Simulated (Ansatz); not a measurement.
Barrier height from H + N2 to the transition structure HN2, without zero-point energy, on the benchmark's geometries as Psi4's copy of the set gives them.
Transition structure (charge 0, multiplicity 2, Z-matrix in Å and degrees):
```
N
N 1 1.1228
H 1 1.4306 2 117.54
```
Reactant (charge 0, multiplicity 1):
```xyz
2

N      0.000     0.000     0.000
N      1.097     0.000     0.000
```

Open shells are unrestricted; no spin–orbit coupling.

Correlated levels freeze the cores. CBS: X⁻³ extrapolation of the correlation energy, Hartree–Fock from the larger set.

Codes used: Ansatz (Gaussian orbitals). Each number belongs to the level named beside it.

Task: What barrier height does CCSD(T)/CBS(aug-cc-pVTZ, aug-cc-pVQZ) give?

Result: 14.5 kcal/mol

Task: Give the barrier height at the level MP2/aug-cc-pVQZ.

Result: 27.6 kcal/mol

Task: What barrier height does HF/aug-cc-pVTZ give?

Result: 22.8 kcal/mol

Doubts at one or more of the structures used: a spin-contaminated determinant (HF/aug-cc-pVTZ, MP2/aug-cc-pVQZ, CCSD(T)/CBS(aug-cc-pVTZ, aug-cc-pVQZ)).

Ansatz is a program for electronic structure.
